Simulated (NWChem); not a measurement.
Species: SO, triplet; SMILES S=O

Program: NWChem. Spin-unrestricted. Medium grid unless said otherwise, to which SCAN and Minnesota functionals are sensitive. Geometry: optimised at PBE0/def2-SVP, spin-unrestricted. No stability test was run on the SCF state.

For level SCAN/def2-TZVP:

```
Quantity                                                     Value
-----------------------------------------------------------  -----
highest occupied level (eV)                                  -6.62
lowest empty minus highest occupied level, either spin (eV)   2.57
dipole (D)                                                    1.47
```

**Question.** How do the values read with level BHandHLYP/def2-TZVP instead?

**Answer.** 
* **highest occupied level (eV)**: -9.11
* **lowest empty minus highest occupied level, either spin (eV)**: 6.98
* **dipole (D)**: 1.79
